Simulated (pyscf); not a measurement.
PySCF, gas phase, ωB97X-D3(BJ)/def2-SVP geometries. Correlated levels are frozen-core, on RHF or UHF. ΔMP2 is the change of the MP2 total energy from the triple- to the quadruple-zeta basis.

Task: Estimate by transition-state theory the rate constant of H₂Al–PH₂ (SMILES [AlH2][PH2]) + SiH₄ (SMILES [SiH4]) → H₃Si–PH₂ (SMILES [SiH3]P) + AlH₃ (SMILES [AlH3]) (singlet surface; Al–P, H–Si broken, P–Si, Al–H formed) at 900 K, with CCSD(T)/def2-TZVPP + ΔMP2(QZVPP) energies (ideal gas, 1 atm, RRHO with modes under 100 cm⁻¹ raised to 100, one conformer, R ln 2 for chiral ones without a mode under 150 cm⁻¹; no tunnelling).

Result: The electronic barrier is 18.3 kcal/mol and the thermal terms add +32.5, so ΔG‡ = 50.8 kcal/mol. With k_BT/h = 1.88e+13 s⁻¹ and RT = 1.788 kcal/mol, and a volume of 1.23e-19 cm³ per molecule at 1 atm, k = 1.1e-18 cm³ molecule⁻¹ s⁻¹. Wigner's tunnelling factor for 432i cm⁻¹ would be 1.02. A shift of 1 kcal/mol in the barrier changes k by a factor 1.7. On the reactant side the descent ends in a complex (not fully relaxed), 7.8 kcal/mol under the separated species and 19.5 kcal/mol under the saddle at ωB97X-D3(BJ)/def2-TZVP. On the product side the descent ends in an adduct with a Al–P contact, 20.9 kcal/mol under the separated species and 25.0 kcal/mol under the saddle at ωB97X-D3(BJ)/def2-TZVP. What is counted as broken (Al–P) persists as a longer contact in the product adduct; parting that adduct is a step of its own. At ωB97X-D3(BJ)/def2-TZVP the barrier from the zero used here is 11.7 kcal/mol. The same reactants have a lower exit, to H₂Al–PH₂ + SiH₄ (barrier +8.4 kcal/mol at ωB97M-D3(BJ)/def2-TZVP, against +17.8 kcal/mol here). This is the saddle that the search found; another between the same sides may lie lower. The CCSD(T) − MP2 part came from Ansatz, without density fitting, on the same reference.
